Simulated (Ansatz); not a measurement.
in.yaml

```yaml
crystal:
  periodic: [false, false, false]
  atoms:
    - {symbol: B, position_ang: [0.000000, 0.000000, 0.213734]}
    - {symbol: C, position_ang: [0.000000, 0.000000, -3.224551]}
    - {symbol: H, position_ang: [0.000000, 0.000000, 3.010817]}
basis:
  gaussian: {orbitals: 6-31G}
magnetization: {spin_polarized: false, initial_magnetization: 2}
correlation: {method: ccsdt_q, electrons: outside_noble_gas}
```

```sh
$ ansatz run in.yaml --threads 1 --pin off --events-out ev --progress --plain --max-ram 2393MiB
```

Log:

```
437 factors; integrals over basis functions are off by at most 9.9e-8 eV
mean field evaluation 1: about -1701.1131 eV, gradient 1.5e1 eV
mean field evaluation 2: about -1701.1136 eV, gradient 1.5e1 eV
mean field evaluation 4: about -1702.9005 eV, gradient 9.1e0 eV
mean field evaluation 8: about -1704.1137 eV, gradient 6.4e-1 eV
mean field evaluation 16: about -1704.1236 eV, gradient 7.9e-2 eV
mean field evaluation 32: about -1695.0104 eV, gradient 2.5e1 eV
mean field evaluation 64: about -1703.2302 eV, gradient 2.1e-1 eV
mean field evaluation 96: about -1702.7260 eV, gradient 1.1e-3 eV
mean field evaluation 128: about -1703.2131 eV, gradient 2.4e-5 eV
mean field evaluation 160: about -1703.5837 eV, gradient 6.7e-2 eV
...
cycle  66  -4.52546872 eV  change   -8.5e-8 eV  update   1.2e-6
cycle  67  -4.52546902 eV  change   -3.0e-7 eV  update   1.2e-6
cycle  68  -4.52546928 eV  change   -2.6e-7 eV  update   1.2e-6
cycle  69  -4.52546931 eV  change   -3.5e-8 eV  update   1.5e-6
cycle  70  -4.52546903 eV  change    2.8e-7 eV  update   1.2e-6
cycle  71  -4.52546864 eV  change    3.9e-7 eV  update   8.0e-7
cycle  72  -4.52546837 eV  change    2.7e-7 eV  update   9.1e-7
cycle  73  -4.52546837 eV  change    4.3e-9 eV  update   9.9e-7
cycle  74  -4.52546846 eV  change   -9.6e-8 eV  update   8.5e-7
cycle  75  -4.52546854 eV  change   -7.2e-8 eV  update   6.1e-7
perturbative correction 0.00301087 eV, 0.0001106475 hartree
WARN: these amplitudes may be one of several solutions (largest doubles amplitude 0.49, level shift 2.05 eV)
Total energy: -1708.69454583 eV, -62.7933663643 hartree
```

For the same geometry and basis full CI lies 6.0 meV lower.

Ran on 1 thread of Intel Xeon Platinum 8488C, shared host: 7 s wall, 0.17 GiB peak host memory.
